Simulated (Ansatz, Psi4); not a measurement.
System: AlF$_{3}$, charge 0, multiplicity 1. SMILES: [F][Al]([F])[F]
Geometry: optimised at B3LYP-D3(BJ)/def2-TZVP (Ansatz, a program for electronic structure).

HF/3-21G beside other levels, property by property. Terms: dispersion terms only where a functional's name holds one; atomisation electronic, to ground-state atoms; 6-31G* and kin with 6d, 5d where marked; UHF or UKS for open shells; frozen cores in correlated levels; non-relativistic; spin-orbit terms left out. Basis-set limits of correlation are two-point, X^-3; Hartree-Fock from the larger set. Ab initio and DFT rows: single points at B3LYP-D3(BJ) geometries (Ansatz), with unscaled harmonic terms from B3LYP/6-31G* (Ansatz) at its own minima, enthalpies of formation by atomisation with measured atoms.

Measured values: G2/97 table in ASE (Curtiss et al.); they hold spin-orbit and core effects, anharmonicity. For [F][Al]([F])[F] (enthalpy of formation at 298 K) the tabulated value and CCSD(T)/CBS(cc-pV(T+d)Z,cc-pV(Q+d)Z) (Ansatz) part by 4.2 kcal/mol: another conformer or state, missing terms or a fault of the table's entry are possible. Coupled cluster (Ansatz) is a level with limits of its own, used here on species with T1 under 0.025 (0.045 for open shells) and stable references: CCSD(T)/CBS(cc-pV(T+d)Z,cc-pV(Q+d)Z).

```tsv
property	HF/3-21G (Ansatz)	PBE/6-31G* (Ansatz)	wB97X-D/6-31G* (Psi4)	MP2/6-31G* (Ansatz)	to compare with
atomisation energy (kcal/mol)	274.3	423.9	413.4	423.8	430.9 coupled cluster
Al-F bond dissociation enthalpy at 298 K, to [F][Al][F] + F atom (kcal/mol)	106.7	152.1	152.4	154.6	157.2 coupled cluster
enthalpy of formation at 298 K (kcal/mol)	-136.5	-286.1	-275.6	-286.0	-289.0 measured
```

As the rows show:
- atomisation energy: HF/3-21G lies 156.6 kcal/mol below coupled cluster.
- Al-F bond dissociation enthalpy at 298 K, to [F][Al][F] + F atom: HF/3-21G lies 50.5 kcal/mol below coupled cluster.
- enthalpy of formation at 298 K: HF/3-21G lies 152.5 kcal/mol above the measured value.

The properties are those with a value to compare with, at most eight drawn at random. No case is left out for the size of its miss. Left out are saddle points of the reference geometry, anions that the best level run finds unbound, excited spin states, species near biochemistry, 298 K rows of species without real B3LYP wavenumbers, cases with under five habitual levels, runs that failed or that the program found above a lower state of the same kind, table entries that another table contradicts, and a share of species set aside by lot.
